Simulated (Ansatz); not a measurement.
## AlFH₄Si, SMILES [F][AlH][SiH3]: a ladder of basis sets, step by step

Program: Ansatz 0.2.0 through its Python package.

Run as a notebook:

**Cell 1**
```python
from dataclasses import dataclass

import ansatz as az


@dataclass
class Settings:
    functional: str = "hf"


cfg = Settings()
```

**Cell 2**
```python
alfh4si = (
    az.Crystal.molecule()
    .atom("F", (-1.4528, -2.2799, 0.2659))
    .atom("Al", (-0.1682, -1.1143, 0.6931))
    .atom("Si", (0.1194, 0.8831, -0.5445))
    .atom("H", (0.881, -1.4519, 1.9084))
    .atom("H", (-0.8614, 0.9636, -1.6079))
    .atom("H", (0.0235, 2.0518, 0.3699))
    .atom("H", (1.5197, 0.8795, -1.1306))
)
```

**Cell 3**
```python
setup = alfh4si.calculation().functional(cfg.functional)

energies = {}
for basis in ["cc-pVDZ", "cc-pVTZ"]:
    data = setup.basis(gaussian=basis).run(threads=1, backend="cpu").report
    size = data["n_frozen"] + data["n_occupied"][0] + data["n_virtual"][0]
    energies[basis] = (data["reference_energy_ev"] / 27.211386246, data["free_energy_ev"] / 27.211386246)
    print(f"{basis:14s} {size:4d} orbitals  reference {energies[basis][0]:14.6f} Ha  total {energies[basis][1]:14.6f} Ha")
```
Output:
```text
cc-pVDZ          70 orbitals  reference    -632.666771 Ha  total    -632.666771 Ha
cc-pVTZ         154 orbitals  reference    -632.728829 Ha  total    -632.728829 Ha
```

**Cell 4**
```python
last = energies["cc-pVTZ"][1]
for basis, (_, total) in energies.items():
    print(f"{basis:14s} lies {27.211386 * (total - last):9.4f} eV above cc-pVTZ")
```
Output:
```text
cc-pVDZ        lies    1.6887 eV above cc-pVTZ
cc-pVTZ        lies    0.0000 eV above cc-pVTZ
```

Against cc-pVDZ: cc-pVTZ -62.1 mHa. The last step alone is -62.06 mHa.

The drop along the ladder measures the basis error, and is no property of the molecule. The geometry is a force-field or estimated start, not a minimum of this method, and the last set is no limit. Much of the fall in a total is atomic energy, which cancels in bond and reaction energies. For Al to Cl the sets with a tight d function, cc-pV(X+d)Z, are usual. The whole script took 1.7 s on 1 thread of Intel(R) Xeon(R) Processor @ 2.30GHz (shared host), peak memory 0.31 GiB.
